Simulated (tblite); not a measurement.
Species: C₄H₃OS (doublet state).
SMILES with atom numbers: `[S:1][c:2]1[cH:3][cH:4][cH:5][o:6]1` (hydrogens: H7 on C3; H8 on C4; H9 on C5)

Level: GFN2-xTB in tblite, geometry and Hessian alike; calculated harmonic values, unscaled, isolated species. This tight-binding method is rough: wavenumbers can miss measured ones by several per cent, in bad cases by 10 to 20. Open shells enter through the occupations alone, without spin polarisation, and single modes of such species can be off by tens of per cent.

Harmonic wavenumbers (cm⁻¹): 201.1, 271.8, 506.2, 554.4, 611.2, 754.9, 805.7, 846.4, 847.7, 908.4, 1027.3, 1077.8, 1115.2, 1135.5, 1201.2, 1322.2, 1383.3, 1469.9, 3164.4, 3186.6, 3198.3.

A = 9256, B = 2261, C = 1817 MHz; mass 98.990 u (most abundant isotopes); point group Cs, symmetry number 1; spin multiplicity 2.

Question: What is the zero-point energy?

Answer: Half the sum of the wavenumbers: 12795 cm⁻¹ = 153.06 kJ/mol.

Question: What is S at 400 K and 1 bar for an ideal gas of classical rigid rotors and harmonic oscillators?

Answer: Translation 172.27, rotation 114.70, vibration 45.24, spin (R ln 2) 5.76: S = 338.0 J/(mol K).

Question: And Cp and H(400 K) − H(0)?

Answer: Cp = 104.65 J/(mol K), of which vibrations give 71.40 (their classical limit is 21 R = 174.6); H(400 K) − H(0) = 24.90 kJ/mol without the zero-point energy, 11.60 from vibrations.

Question: What must be added to the electronic energy to get the Gibbs energy at 400 K and 1 bar?

Answer: ZPE + [H(400 K) − H(0)] − T·S = 153.06 + 24.90 − 135.19 = 42.77 kJ/mol.

Question: Which modes carry the vibrational entropy at 400 K?

Answer: 201.1 cm⁻¹: 11.19; 271.8 cm⁻¹: 8.83; 506.2 cm⁻¹: 4.39; 554.4 cm⁻¹: 3.83; 611.2 cm⁻¹: 3.26; 754.9 cm⁻¹: 2.17 J/(mol K); the other 15 give 11.57 together.

Hindered rotation and anharmonicity are outside this model.

Hardware: one thread, Arm Neoverse V2 (aarch64), shared host with 32 logical CPUs at a one-minute load of 14. Cost: 0.15 s of wall time. This covers the Hessian and the dipole derivatives.
